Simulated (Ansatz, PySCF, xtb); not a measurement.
Protons, H atoms and electrons added to or taken from OB(O)O. Gas-phase values, no solvent. One relaxed conformer stands for each flexible species; it need not be the lowest. Strings in code marks are SMILES.

Quantity: bond dissociation enthalpy (X–H) at 298 K, in kcal/mol. HF references are unrestricted for open shells and restricted for singlets. Thermal and zero-point terms are GFN2-xTB rigid-rotor harmonic values (xtb).

Level 1: TPSSh-D3(BJ)/def2-TZVP // B3LYP-D3(BJ)/def2-TZVP (PySCF)
Level 2: frozen-core MP2/cc-pVTZ // B3LYP-D3(BJ)/def2-TZVP (Ansatz, a quantum-chemistry and plane-wave program)
Level 3: B3LYP/3-21G // B3LYP-D3(BJ)/def2-TZVP (PySCF)
Level 4: PBE/6-31G* // B3LYP-D3(BJ)/def2-TZVP (PySCF)

```tsv
species	level 2	level 3	level 4
H atom removed from O1: `[O]B(O)O` (O–B–O–H torsion 0°, O–B–O–H torsion 0°)	122.6	107.5	108.3
```

What does level 1 give for each?


- H atom removed from O1: `[O]B(O)O` (O–B–O–H torsion 0°, O–B–O–H torsion 0°): 112.7
